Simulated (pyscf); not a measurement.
Routes from `[CH3][InH2]` + `[SH2]`

Candidate steps break at most two bonds and form at most two. Each was searched with GFN2-xTB (tblite) first. Optimised with ωB97X-D3(BJ)/def2-SVP in PySCF. Energies: ωB97M-D3(BJ)/def2-TZVP, eV, from the separated reactants, singlet surface; ΔG‡ with ideal gas, 1 atm, RRHO with modes under 100 cm⁻¹ raised to 100, one conformer, R ln 2 for chiral ones without a mode under 150 cm⁻¹.

```tsv
products	type	ΔE‡	ΔE	ΔG‡ 298 K	ΔG‡ 900 K	ν‡ (cm⁻¹)
H₃C–InH–SH + H₂	four-centre exchange	0.42	-0.83	0.89	1.87	1301i
CH₄ + HS–InH₂	four-centre exchange	0.55	-1.33	1.03	2.02	1349i
```

Row 1: On the reactant side the descent ends in an adduct with a In–S contact, 0.54 eV under the separated species and 0.76 eV under the saddle at ωB97X-D3(BJ)/def2-TZVP. Row 2: On the reactant side the descent ends in an adduct with a In–S contact, 0.54 eV under the separated species and 0.92 eV under the saddle at ωB97X-D3(BJ)/def2-TZVP. 

Plain bond fissions and candidates not yet searched are not listed, and one of them may be faster. Each barrier is that of the saddle found; lower ones may exist. Elements past Kr carry the def2 core potentials, without spin-orbit coupling.
